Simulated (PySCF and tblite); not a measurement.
The numbers below are computed, except where a source is named.
C3H6O, numbered as in [CH2:1]=[CH:2][CH2:3][OH:4].

Search: ETKDG and KDG, MMFF94s, GFN2-xTB, 90 starts; geometries at PBE0-D3(BJ)/def2-SVP. Weights use B3LYP-D3(BJ)/def2-TZVP (IEF-PCM, chloroform) energies plus GFN2-xTB zero-point and thermal terms (modes under about 100 cm⁻¹ blended into free rotors). Symmetry numbers and mirror images are counted. Conformers within 3 kcal/mol (GFN2-xTB free energy) were kept, 8 at most. Couplings: B3LYP/pcJ-1 (gas phase; spin-dipole term only for pairs with B, N, F, Si or P). Couplings are for ¹³C, ¹H, ¹⁷O. Of two unlike H on one atom, a is the less shielded (PBE0/pcSseg-1 (IEF-PCM, chloroform)). (PySCF 2.14, tblite 0.8.)

Torsions listed: C1–C2–C3–O4, C2–C3–O4–H4. Of a mirror pair one member is shown.

```csv
conformer,shape,weight %
1,"-127°, 57°",40.5
2,"7°, 60°",33.9
3,"-124°, -61°",9.0
4,"-132°, -170°",8.9
5,"0°, 180°",7.7
```

(1) Give the couplings in each conformer and the averages at 298.15 K (pairs that fast motion interchanges averaged).

Results:

(1) 
```
   coupling  pairs      1      2      3      4  average (Hz)
  ¹J(C1,C2)      1   75.2   78.0   76.5   77.5          76.6
  ³J(C1,O4)      1   -1.0   -1.6   -0.9   -4.2          -1.5
 ¹J(C1,H1a)      1  163.5  165.7  164.9  163.6         164.5
 ¹J(C1,H1b)      1  169.4  170.6  169.1  169.6         169.8
  ²J(C1,H2)      1    1.6   -0.6    0.4    1.1           0.6
  ³J(C1,H3)      2    6.5    5.6    6.7    6.4           6.2
  ¹J(C2,C3)      1   46.2   44.8   47.6   51.5          46.4
  ²J(C2,O4)      1    0.1    0.3    0.5   -9.9          -0.7
 ²J(H1a,C2)      1   -1.4   -2.5   -1.0   -1.9          -1.8
 ²J(H1b,C2)      1   -0.9    0.1   -1.4   -0.7          -0.6
  ¹J(C2,H2)      1  161.6  159.9  156.5  163.3         160.6
  ²J(C2,H3)      2   -2.6   -4.8   -2.8   -4.9          -3.7
  ³J(C2,H4)      1    1.1    0.8    1.1   10.8           1.9
  ¹J(C3,O4)      1   20.0   20.9   20.8   19.1          20.3
 ³J(H1a,C3)      1    8.3    7.0    8.4    8.6           7.9
 ³J(H1b,C3)      1   13.7   10.6   13.8   14.4          12.7
  ²J(H2,C3)      1    3.0   11.1    3.6    2.2           6.0
  ¹J(C3,H3)      2  145.4  145.2  145.2  141.8         144.9
  ²J(C3,H4)      1   -3.2   -3.3   -3.0   -2.4          -3.1
  ³J(H2,O4)      1   -0.9   -1.8   -1.6   -2.3          -1.4
  ²J(H3,O4)      2   -8.2   -8.8   -9.7   -3.0          -8.1
  ¹J(O4,H4)      1  -69.8  -70.4  -70.2  -70.8         -70.1
²J(H1a,H1b)      1    2.1    2.2    1.9    2.0           2.1
 ³J(H1a,H2)      1   18.3   18.4   17.8   18.4          18.3
 ⁴J(H1a,H3)      2   -1.7   -3.5   -1.6   -2.0          -2.4
 ³J(H1b,H2)      1   11.2   11.8   11.3   11.5          11.5
 ⁴J(H1b,H3)      2   -1.5   -3.4   -1.2   -1.8          -2.2
  ³J(H2,H3)      2    7.6    3.0    7.7    7.2           5.9
  ²J(H3,H3)      1  -14.8  -21.4  -15.0  -11.7         -16.9
  ³J(H3,H4)      2    9.3    9.3    9.5    1.8           8.6
```
